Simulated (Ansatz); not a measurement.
Basis sets compared for the cluster MgO₂⁻. The state is a doublet with charge -1. Geometry r2SCAN-D4/def2-TZVPD. Ansatz on 4 threads of Arm Neoverse V1 on a shared host; times are rough, and most runs start from earlier orbitals.

```xyz
3

Mg    0.000    0.003    0.002
O     1.793    0.352   -0.180
O    -1.793   -0.354    0.178
```

B3LYP takes the VWN-RPA correlation. At B3LYP-D4/6-31G, PBE0-D4/def2-SVPD, PBE0-D4/def2-TZVPD the charge -1 doublet is spin-contaminated (final ⟨S²⟩ up to 0.84, 0.75 for a pure state). At B3LYP-D4/6-31G the highest occupied level of the charge -1 doublet lies above zero (up to 0.29 eV). By energy differences its removal costs 1.97 eV (vertical, to the charge 0 triplet, at PBE0-D4/def2-TZVPD). The structure comes from a short search, and lower isomers may exist.

```csv
level,functions,energy (Eh),HOMO (eV),LUMO (eV),wall time
PBE-D4/def2-SVPD,67,-350.0693,-0.05,0.18,2.1 s
B3LYP-D4/6-31G,31,-350.4582,0.29,2.15,1.9 s
PBE0-D4/def2-SVPD,67,-350.0536,-0.20,1.27,3.1 s
```

Estimate the rows for PBE-D4/def2-TZVPD, B3LYP-D4/def2-TZVPD, PBE0-D4/def2-TZVPD.


```
              level  functions  energy (Eh)  HOMO (eV)  LUMO (eV)  wall time
  PBE-D4/def2-TZVPD        115    -350.3101      -0.07       0.20      3.6 s
B3LYP-D4/def2-TZVPD        115    -350.5992      -0.22       0.95      2.8 s
 PBE0-D4/def2-TZVPD        115    -350.2946      -0.12       1.30       25 s
```
